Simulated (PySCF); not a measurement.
Ligands exchanged one at a time, B H-Cl. Gas-phase values, no solvent. Strings in code marks are SMILES.

The numbers are results of PBE-D3(BJ)/def2-TZVP // CAM-B3LYP-D3(BJ)/def2-TZVP in PySCF, not measurements. All candidates: neutral, multiplicity 1. Excitations are Tamm–Dancoff values on a coarser integration grid. The basis has no diffuse functions, so Rydberg states are missing or too high.

| Quantity | Value |
|---|---|
| dipole moment | 0.38 D |
| T1 excitation (TDA) | 4.16 eV |
| brightest of the four lowest singlets (TDA) | 7.18 eV |

**Question.** Identify which member has these values.
A. `ClBCl`
B. `ClB(Cl)Cl`
C. `BCl`

**Answer.** C, `BCl`. The others give `ClBCl`: 0.33 D, 4.90 eV, 6.66 eV; `ClB(Cl)Cl`: 0.00 D, 4.93 eV, 6.70 eV
